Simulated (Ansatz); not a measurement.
We consider α-phase B, described by LDA (PAW; Ansatz, a first-principles code).

Numerical settings: plane-wave cutoff 520 eV, 8×8×8 k mesh, Fermi–Dirac smearing 0.01 eV, scalar-relativistic PAW data made under PBE.

Shape and atoms are relaxed at each volume.

Pressure at four volumes; x = ln(V/6.986 Å³). One pressure is withheld.

```
V (Å³/atom)        x  P (GPa)
-----------  -------  -------
6.707        -0.0408        ?
6.847        -0.0201     4.75
6.986         0.0000     0.00
7.266         0.0393    -8.21
```

### Question
Pass a parabola P(x) through the three rows shown, estimate the bulk modulus and its pressure derivative near zero pressure, and predict the withheld pressure.

### Answer
Slopes between the rows: (0.00 − (4.75))/(0.0000 − (-0.0201)) = -236.32 and (-8.21 − (0.00))/(0.0393 − (0.0000)) = -208.91 GPa. Their difference over the span 0.0594 is c = 27.41/0.0594 = 461.4 GPa, so P(x) = 4.75 + (-236.32)(x − (-0.0201)) + 461.4 (x − (-0.0201))(x − (0.0000)). At the middle row B = −dP/dx = −[-236.32 + 461.4 × 0.0201] = 227.0 GPa, and B′ = dB/dP = 2c/B = 4.1. At x = -0.0408 the parabola gives 10.03 GPa; the run gives 9.98 GPa. The Birch–Murnaghan fit to the energies at all volumes has B0 = 226 GPa and B′ = 3.9.

Measured, for comparison: bulk modulus 224 ± 7 GPa (room temperature, no zero-point or thermal correction; as tabulated in Cherednichenko and Solozhenko (2017), arXiv:1709.01104). Computed less measured: bulk modulus +0.9 % (inside the measured uncertainty). A static lattice is as a rule a little smaller and stiffer than an uncorrected measurement, which can account for part of this in the bulk modulus.
